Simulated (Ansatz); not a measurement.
**CH5NaSi: a rigid scan of the bond length C1–H5**

One table from this session's results is given with a row withheld; the runs are named, their logs left out.

Method: single points in def2-TZVPP; program: Ansatz 0.2.0, Gaussian basis.

Levels: PBE-D4, r2SCAN-D4, PBE0-D4, B3LYP-D4, wB97M-V, Hartree-Fock, MP2, CCSD, CCSD(T). The scan takes 0.962, 1.000, 1.056, 1.121, 1.193, 1.270, 1.353, 1.440, 1.530 Å.

Cores are frozen in the correlated methods. The outer core shell of Li, Na, Mg and K is correlated. B3LYP uses VWN-RPA correlation.

35 further runs of the same task are left out: 35 set aside as unsound or not needed.

## The system as given

SMILES `C[SiH2][Na]`, 8 atoms, charge 0, spin multiplicity 1.

Atoms are counted from 1 here; the program's logs count them from 0.

Bond lengths: C1–Si2 1.906 Å, C1–H4 1.088 Å, C1–H5 1.088 Å, C1–H6 1.088 Å, Si2–Na3 2.751 Å, Si2–H7 1.485 Å, Si2–H8 1.485 Å. Angles: Si2–C1–H4 111.7°, Si2–C1–H5 111.3°, Si2–C1–H6 111.3°, H4–C1–H5 107.4°, H4–C1–H6 107.4°, H5–C1–H6 107.6°, C1–Si2–Na3 105.8°, C1–Si2–H7 103.1°, C1–Si2–H8 103.1°, Na3–Si2–H7 120.6°, Na3–Si2–H8 121.1°, H7–Si2–H8 100.6°.

Coordinates:

| atom | x (Å) | y (Å) | z (Å) |
| --- | --- | --- | --- |
| C1 | -0.66716 | 0.72087 | -0.10457 |
| Si2 | 0.54894 | -0.74632 | -0.08723 |
| Na3 | 1.99123 | -0.49745 | 2.24168 |
| H4 | -1.28740 | 0.71805 | -0.99839 |
| H5 | -0.13901 | 1.67217 | -0.07786 |
| H6 | -1.33445 | 0.69122 | 0.75471 |
| H7 | 1.22126 | -0.64148 | -1.40721 |
| H8 | -0.33341 | -1.91705 | -0.32112 |

The first run:

relax/in.yaml

```yaml
crystal:
  periodic: [false, false, false]
  atoms:
    - {symbol: C, position_ang: [-0.667160, 0.720870, -0.104570]}
    - {symbol: Si, position_ang: [0.548940, -0.746320, -0.087230]}
    - {symbol: Na, position_ang: [1.991230, -0.497450, 2.241680]}
    - {symbol: H, position_ang: [-1.287400, 0.718050, -0.998390]}
    - {symbol: H, position_ang: [-0.139010, 1.672170, -0.077860]}
    - {symbol: H, position_ang: [-1.334450, 0.691220, 0.754710]}
    - {symbol: H, position_ang: [1.221260, -0.641480, -1.407210]}
    - {symbol: H, position_ang: [-0.333410, -1.917050, -0.321120]}
basis:
  gaussian: {orbitals: def2-TZVP}
hamiltonian: {xc: pbe0, dispersion: d4}
relax: {f_tol: 0.005, max_steps: 200}
```

The command line of these runs was not kept.

Among the steps run: Finding the minimum; The minimum at every level; C1–H5 = 0.962 Å; C1–H5 = 1.000 Å; C1–H5 = 1.056 Å; C1–H5 = 1.121 Å; C1–H5 = 1.193 Å; C1–H5 = 1.270 Å; C1–H5 = 1.353 Å; C1–H5 = 1.440 Å; C1–H5 = 1.530 Å.

One of the session's tables, all rows but one given; the rest of the session is left out.

It belongs to the step «The curves». Energies less that of the minimum at the same level (meV):

```
bond length (Å)  PBE-D4  PBE0-D4  B3LYP-D4  wB97M-V  Hartree-Fock
          0.962     390      364       354      354           338
          1.000     188      169       163      162           149
          1.056       ?        ?         ?        ?             ?
1.093 (minimum)       0        0         0        0             0
          1.121       6       13        13       14            20
          1.193     115      139       137      142           165
          1.270     332      377       370      382           426
          1.353     636      705       686      713           783
          1.440     990     1087      1049     1104          1201
          1.530    1379     1505      1449     1527          1654
```

Estimate the missing values for bond length (Å) = 1.056.

The run gave: PBE-D4: 31; PBE0-D4: 23; B3LYP-D4: 22; wB97M-V: 21; Hartree-Fock: 15.

Caveats from the session: A polynomial through the near points puts the CCSD(T) minimum at the PBE0-D4 value.
